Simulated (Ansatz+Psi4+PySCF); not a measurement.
## singlet SiH4: levels of theory in one basis

```tsv
atom	x (Å)	y (Å)	z (Å)
Si	0.0000	0.0000	0.0000
H	0.8561	0.8561	0.8561
H	-0.8561	-0.8561	0.8561
H	-0.8561	0.8561	-0.8561
H	0.8561	-0.8561	-0.8561
```

Basis set: cc-pVTZ on H; cc-pV(T+d)Z on Si (spherical functions). Correlated methods keep 5 orbitals frozen. Charge 0, multiplicity 1.

Computed with Ansatz (development build ahead of 0.2.0) and Psi4 1.11; each method stands on the lowest determinant of its kind that the runs found.

```
     method  E − E(RHF) (eV)  <S²> of the determinant
        RHF             0.00                     0.00
   RHF-CCSD            -4.70                        –
RHF-CCSD(T)            -4.81                        –
```

(1) What does RHF-MP2 give on the same scale?

Results:

(1) -3.89 eV.
